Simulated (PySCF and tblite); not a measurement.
Results of a calculation; reference values are marked as such.
# C₃H₅F, numbered as in [CH2:1]=[CH:2][CH2:3][F:4]: conformational analysis

Geometries PBE0-D3(BJ)/def2-SVP; weights from PBE0-D3(BJ)/def2-TZVP energies and GFN2-xTB thermal corrections, with symmetry numbers and mirror pairs. Conformers within 4 kcal/mol (GFN2-xTB free energy) were kept, 5 at most. GIAO shieldings: PBE0/pcSseg-1. Shifts are against TMS (¹H), TMS (¹³C), CFCl3 (¹⁹F) at the same level; of two unlike H on one atom, a is the less shielded. (PySCF 2.14, tblite 0.8.)

Torsions listed: C1–C2–C3–F4. Of a mirror pair one member is shown.

```csv
conformer,shape,symmetry,E(GFN2) kcal/mol,E(DFT) kcal/mol,G(298.15 K) kcal/mol,weight %,dipole D
1,-132°,C1 (pair),0.21,0.47,0.00,50.2,1.74
2,0°,Cs,0.00,0.00,0.01,49.8,1.65
```

Weights (%) against temperature:

```
 T (K)     1     2  S(mix) cal/mol/K
   180  40.3  59.7              1.90
   230  45.9  54.1              2.00
298.15  50.2  49.8              2.07
   330  51.6  48.4              2.09
   400  53.6  46.4              2.11
```

Averaged shifts at 298.15 K. ¹H: 6.14 (H2, 1H), 5.68 (H1a, 1H), 5.49 (H1b, 1H), 4.91 (H3, 2H) ppm. ¹³C: 143.7 (C2), 122.6 (C1), 84.9 (C3) ppm. ¹⁹F: -244.8 (F4) ppm.

Coordinates of conformer 1 (Å):

```xyz
9

C     1.372    0.061   -0.440
C     0.239    0.367    0.191
C    -1.080   -0.267   -0.093
F    -2.059    0.688   -0.229
H     1.394   -0.674   -1.251
H     2.322    0.526   -0.166
H     0.236    1.111    0.997
H    -1.038   -0.874   -1.014
H    -1.372   -0.931    0.743
```

Unscaled ¹⁹F shifts at such levels can be off by tens of ppm; differences between conformers or isomers are more reliable. Shifts are unscaled: against experiment ¹³C can be off by 15 ppm or more and ¹H by 0.8 ppm.

Search and properties took 16 s on 1 thread of Arm Neoverse V1 (shared host) (rough), launched as `OMP_NUM_THREADS=1 python ens_run.py task.json out`.
